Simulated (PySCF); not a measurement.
Geometry:
```tsv
atom	x (Å)	y (Å)	z (Å)
F1	-1.239	-0.978	-1.285
P2	-0.483	-1.025	0.142
F3	-1.678	-0.462	1.073
P4	0.487	1.014	-0.141
F5	1.281	0.976	1.264
F6	1.656	0.444	-1.099
```

Geometry: PBE0-D3(BJ)/def2-SVP; GIAO absolute shieldings from PySCF 2.14, gas phase, non-relativistic, averaged over equivalent atoms.

At PBE0/pcSseg-1 (116 basis functions, 8.2 s wall time on 1 thread of an Arm Neoverse V2, shared host):
```json
{"atoms": "F1/F3/F5/F6", "σ (ppm)": "302.4"}
{"atoms": "P2/P4", "σ (ppm)": "55.7"}
```

Q: Predict the values at KT2/pcSseg-2 on the same geometry.

A: 
```
      atoms  σ at KT2/pcSseg-2  change
F1/F3/F5/F6              275.2   -27.2
      P2/P4               67.6   +11.9
```

The largest change is at F1/F3/F5/F6 (fluorine bonded to P). Cost: 230 basis functions, 20 s wall time on 1 thread of an Arm Neoverse V2, shared host.
